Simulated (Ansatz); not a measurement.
**C₂HSi+ (triplet): from Hartree-Fock to the top rungs, def2-TZVPP**

An exercise on one series of results from a longer session: the logs are not shown, and one member is left open.

Program: Ansatz 0.2.0, Gaussian basis. Level of theory: def2-TZVPP, core rule «outside noble gas», up to 7 orbitals frozen. These are calculated values, not measurements.

To be run: UHF; ROHF; CCSD(T) on UHF.

2 further runs of the same task are left out: 2 set aside as unsound or not needed.

**The geometry**

The geometry is a PBE0/def2-TZVP stationary point (not a proven minimum) of the parent state, kept for this charge and spin.

4 atoms, charge 1, spin multiplicity 3.

Atoms are counted from 1 here; the program's logs count them from 0.

Bond lengths: C1–C2 1.303 Å, C1–Si3 1.845 Å, C2–Si3 1.882 Å, C2–H4 1.081 Å. Angles: C2–C1–Si3 71.1°, C1–C2–Si3 68.0°, C1–C2–H4 148.1°, Si3–C2–H4 143.9°, C1–Si3–C2 40.9°.

Geometry (Å):

```xyz
4
C2HSi
C     0.0000   -0.8170    0.7688
C     0.0000    0.4619    1.0201
Si    0.0000    0.1069   -0.8281
H     0.0000    1.2524    1.7579
```

Set-up of the first run:

Contents of in.yaml:

```yaml
crystal:
  periodic: [false, false, false]
  atoms:
    - {symbol: C, position_ang: [0.000000, -0.816970, 0.768839]}
    - {symbol: C, position_ang: [0.000000, 0.461908, 1.020060]}
    - {symbol: Si, position_ang: [0.000000, 0.106896, -0.828106]}
    - {symbol: H, position_ang: [0.000000, 1.252374, 1.757882]}
basis:
  gaussian: {orbitals: def2-TZVPP}
total_charge: 1
magnetization: {spin_polarized: true, initial_magnetization: 2}
hamiltonian: {xc: hf}
output: {orbitals: {seedname: orbitals}}
```

Run with:

```bash
ansatz run in.yaml --threads 1 --pin off --events-out ev --progress --plain --max-ram 2816MiB --backend cpu
```

Steps of the session up to this table: UHF; ROHF; CCSD(T) on UHF.

One table of the session follows, with a row left open; its other results are not shown here.

| method | from UCCSD(T) (meV) |
| --- | --- |
| ROHF | +10870.9 |
| UHF | +10595.5 |
| UMP2 | ? |
| UCCSD | +674.2 |
| UCCSD(T) | 0 |

Estimate the missing values for UMP2.

**Answer.** from UCCSD(T) (meV): +1201.0. In the column «from UCCSD(T) (meV)» it lies between UCCSD (+674.2) and UHF (+10595.5).
